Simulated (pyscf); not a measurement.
# Four-centre exchange: H₃Ge–SnH₃ + hydrogen fluoride (HF) → F–SnH₂–GeH₃ + hydrogen (H₂)

Gas phase, singlet surface, charge 0. Bonds broken: Sn1–H3, F9–H10. Bonds formed: Sn1–F9, H3–H10. PySCF, gas phase, ωB97X-D3(BJ)/def2-SVP geometries.

Transition state (Å):

```xyz
10

Sn     0.1555    -0.6808     0.3371
Ge    -0.9762     0.6453     2.2129
H      2.1526    -0.6007    -0.1537
H      0.5877    -2.2668     0.8452
H     -0.5560    -0.7368    -1.2050
H      0.0988     1.0019     3.2468
H     -1.5828     1.9257     1.6324
H     -2.0736    -0.1846     2.9011
F      1.1850     1.2833     0.0505
H      1.9508     0.3377    -0.1204
```

One imaginary mode, 1144i cm⁻¹; descent along it reached the two sides named.

| bond | change | reactant side (Å) | saddle | product side |
|---|---|---|---|---|
| Sn1–H3 | breaks | 1.726 | 2.058 | 3.8 |
| F9–H10 | breaks | 0.929 | 1.229 | 2.302 |
| Sn1–F9 | forms | 3.1 | 2.236 | 1.957 |
| H3–H10 | forms | 1.952 | 0.960 | 0.762 |

Electronic energies relative to the separated reactants (eV):

| level | barrier | reaction energy | reverse barrier |
|---|---|---|---|
| ωB97X-D3(BJ)/def2-TZVP | 1.09 | -0.44 | 1.53 |
| PBE/def2-TZVP | 0.87 | -0.44 | 1.30 |
| r²SCAN/def2-TZVP | 0.92 | -0.49 | 1.40 |
| B3LYP-D3(BJ)/def2-TZVP | 1.03 | -0.46 | 1.50 |
| PBE0-D3(BJ)/def2-TZVP | 1.06 | -0.33 | 1.39 |
| M06-2X/def2-TZVP | 1.01 | -0.60 | 1.61 |
| ωB97M-D3(BJ)/def2-TZVP | 1.14 | -0.38 | 1.52 |
| HF/def2-TZVP | 1.81 | -0.33 | 2.13 |

With ωB97M-D3(BJ)/def2-TZVP energies and thermal terms (ideal gas, 1 atm, RRHO with modes under 100 cm⁻¹ raised to 100, one conformer, R ln 2 for rigid chiral ones), in eV:

```tsv
T (K)	ΔH‡	ΔG‡	ΔH	ΔG
298	1.08	1.47	-0.46	-0.42
600	1.07	1.88	-0.43	-0.40
900	1.08	2.28	-0.41	-0.39
1200	1.10	2.68	-0.40	-0.38
```

At the saddle there is also a short H–Sn contact that neither side keeps. This is the saddle that the search found; another between the same sides may lie lower. Elements up to Kr have no core potential and no relativistic terms here. Elements past Kr carry the def2 core potentials, without spin-orbit coupling.
